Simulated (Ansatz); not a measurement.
SiB₂, relaxed as a singlet with RKS r2SCAN-D4/def2-TZVP in Ansatz, starting from the GFN1-xTB geometry. Force threshold 0.02 eV/Å.

The restricted singlet is unstable: a solution with broken spin symmetry lies lower. The structure comes from a short search, and lower isomers may exist.

Start:

```xyz
3

B     0.431    0.642   -0.562
B    -0.772   -0.140   -0.546
Si    0.341   -0.501    1.108
```

(1) Estimate the energy that the relaxation releases and the steps that it takes.

(2) Does the start keep its bonding and symmetry?

(3) Predict the relaxed structure.

Answers

(1) 0.30 eV, in 5 steps; 7.5 s on 2 threads of Arm Neoverse V2 on a shared host. No frequencies were taken in this run, so the end may be a saddle point.

(2) By distances, no bond broke or formed. The bond that changes most is B2–Si3, from 2.03 to 1.90 Å (atoms count from 1). Point group C2v at the start, C2v at the end, both within 0.05 Å.

(3) 
```xyz
3

B     0.476    0.642   -0.517
B    -0.789   -0.181   -0.500
Si    0.313   -0.460    1.017
```
Bond lengths: 2 × B–Si 1.90 Å; 1 × B–B 1.51 Å.
